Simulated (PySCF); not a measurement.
NO, SMILES O=[N] (connectivity only; charge and spin as stated), charge +1, multiplicity 1. Coordinates come from a PBE0-D3(BJ)/def2-TZVPD optimisation.

PySCF with TDDFT-CAM-B3LYP/def2-TZVPD puts the lowest singlet excitations at 10.10, 10.10, 10.58, 11.14, 11.14, 15.86 eV and the lowest triplet (TDA) at 7.73 eV.

Q: What are the lowest singlet roots from PySCF with EOM-CCSD/aug-cc-pVDZ? (Estimate from the structure and the level; the computed values follow.)

A: 10.41, 10.41, 11.50, 11.89, 11.89, 15.74 eV; triplets 8.26, 8.26, 8.81 eV. S1 differs by 0.30 eV (second minus first; roots are paired by order, and the bases may differ).
